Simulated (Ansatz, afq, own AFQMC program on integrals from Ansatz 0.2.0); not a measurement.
# CH$_{4}$Cl, doublet: AFQMC among the cluster methods

```xyz
6

C    -1.9384    0.0000    0.0000
H    -2.3016    1.0273    0.0000
H    -2.3016   -0.5137    0.8897
H    -2.3016   -0.5137   -0.8897
H    -0.6894    0.0000    0.0000
Cl    0.8726    0.0000    0.0000
```

Connectivity, by distances: CH3 ··· Cl, 1 bridging H.

Basis cc-pVTZ. Only valence electrons are correlated. Integrals, coupled cluster, full CI and functionals: Ansatz 0.2.0; the random walks run on the same integrals in our own AFQMC program. ph-AFQMC/CISD is guided by a CISD state made of CCSD amplitudes; releasing the constraint for a short imaginary time cuts its bias at the price of noise, slowly where states lie close. Uncertainties: one standard error, sampling alone.

Determinant: UHF, the one that the program's search chose, which needn't be the lowest solution. The geometry is a point of a scan.

No full CI on the walks' own integrals is used here. The released AFQMC energy serves as the reference, which it does only where one determinant dominates, the energy is flat over the last release times and near the phaseless one (40 meV or 2 meV an electron, half that with transition metals). On small molecules, where full CI could be run and the noise was under 10 meV, such values lay within 10 meV of it in 19 cases of 20, a flattering rate, since the rule was set on those same cases; what remains of the bias isn't in the error bar.

Cautions: the released value is read at 0.99 1/Eh, later times being too noisy (meV from the phaseless value at times in 1/Eh: -3 ± 6 at 0.24, -5 ± 6 at 0.51, -12 ± 7 at 0.99, -7 ± 16 at 1.50).

- T1 diagnostic: 0.0121
- weight of the determinant in the CISD state: 0.857
- ⟨S²⟩ of the determinant: 0.787
- size of the correlated space: 15 electrons in 114 orbitals

```tsv
level	correlation energy (eV)
MP2	-10.2376
CCSD	-11.3264
CCSD(T)	-11.7318
```

Problem. Estimate where phaseless AFQMC with a CISD trial lies against CCSD(T) on the same integrals.

Solution. 3.6 ± 0.6 kJ/mol below CCSD(T).

Reference: AFQMC with the constraint released, correlation energy -11.781 ± 0.007 eV.

```
        level  E − E(reference) (kJ/mol)  share of correlation (%)
      CCSD(T)                  4.7 ± 0.6                     99.58
ph-AFQMC/CISD                  1.2 ± 0.8                     99.90
```

A walk keeps the symmetry of its determinant, which the program's search chose and which needn't be the lowest solution, so a lower state of the same spin and another symmetry isn't excluded. Released energies are given only where the last usable release times agree within the noise; a slower fall can still hide under it.
